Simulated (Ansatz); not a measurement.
Ansatz (a program for electronic structure) input (MP2/cc-pwCVQZ): A basis named .json is the Basis Set Exchange file of that set (core-valence sets with the plain set on hydrogen).

Ansatz 0.2 input:
```yaml
crystal:
  periodic: [false, false, false]
  atoms:
    - {symbol: C, position_ang: [0.03001831, 0.38890657, 0.00079542]}
    - {symbol: C, position_ang: [1.23978496, -0.08731897, -0.00655119]}
    - {symbol: F, position_ang: [-1.07186953, -0.39122524, 0.00452518]}
    - {symbol: H, position_ang: [-0.22543144, 1.44614772, 0.00468087]}
    - {symbol: H, position_ang: [2.25343763, 0.26535385, -0.01087281]}
basis:
  gaussian:
    orbitals: cc-pwCVQZ.json
magnetization: {spin_polarized: true, initial_magnetization: 1}
correlation: {method: mp2, electrons: outside_noble_gas}
```

Output:

```
Functional definition: HF
integrals: 1.11 GiB planned
1933 factors; integrals over basis functions are off by at most 1.1e-3 eV
mean field: 1.58 GiB planned
mean field evaluation 1: about -4795.7743 eV, gradient 1.8e1 eV
mean field evaluation 2: about -4795.7757 eV, gradient 1.8e1 eV
mean field evaluation 4: about -4797.6313 eV, gradient 3.1e0 eV
mean field evaluation 8: about -4797.7758 eV, gradient 5.8e-1 eV
mean field evaluation 16: about -4797.8347 eV, gradient 2.0e-6 eV
mean field -4797.83469524 eV, -176.3171729608 hartree, gradient 2.1e-6 eV, S^2 0.929694; 0 other end points of the search recorded, 0 dependent functions left out
3 core orbitals not correlated
reference -4797.83469524 eV, -176.3171729608 hartree; 9, 8 occupied and 300, 301 virtual orbitals, 1933 factors
second order -15.58007439 eV of doubles, -0.00000000 eV of singles
Total energy: -4813.41476963 eV, -176.8897301341 hartree
```

The determinant is spin-contaminated: <S^2> is 0.93.
